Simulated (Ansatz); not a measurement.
Computed with Ansatz on PBE0-D4/def2-TZVP structures; ΔE is electronic, products minus reactants. CBS: def2 TZ/QZ extrapolation, frozen cores. DFT in def2-TZVPP. Open shells (•) are unrestricted, without spin–orbit coupling. Spin–orbit coupling would lower the free atoms: a little for O.

Reaction (atomization): `O=[P]`• → O• + P•

Task: What is ΔE at CCSD(T)/CBS? (An estimate is asked.)

Result: The calculation gave: +593.4 kJ/mol.

Task: What do these levels give: revPBE-D4, r2SCANh-D4, r2SCAN0-D4, ωB97X-V, PBE0, r2SCAN0, RPA@PBE/def2-TZVPP, MP2/def2-QZVPP, SCS-MP2/def2-QZVPP, HF/CBS(def2), MP2/cc-pV(D+d)Z, HF/cc-pV(T+d)Z? (An estimate is asked.)

Result: Ansatz gave: revPBE-D4 610.5, r2SCANh-D4 573.5, r2SCAN0-D4 545.5, ωB97X-V 607.9, PBE0 578.2, r2SCAN0 545.0, RPA@PBE/def2-TZVPP 551.1, MP2/def2-QZVPP 616.8, SCS-MP2/def2-QZVPP 612.1, HF/CBS(def2) 260.8, MP2/cc-pV(D+d)Z 501.2, HF/cc-pV(T+d)Z 252.9 kJ/mol.

Largest T1 diagnostic among the species: 0.025.

At CCSD(T), def2-SVP lies −117.1 kJ/mol from the extrapolated value and def2-TZVPP −39.6 kJ/mol: correlation converges slowly with the basis, and small sets miss more of it in the bonded molecule than in its fragments. From r2SCAN to r2SCAN0 (25 % exact exchange), in def2-TZVPP and without D4, ΔE moves by −47.5 kJ/mol: exact exchange takes away binding that semilocal exchange gives to molecules. In def2-TZVPP, CCSD(T) changes the Hartree–Fock value by +300.0 kJ/mol (the triples alone add +30.7 kJ/mol) and MP2 by +338.2 kJ/mol; breaking electron pairs costs correlation energy, which Hartree–Fock lacks.
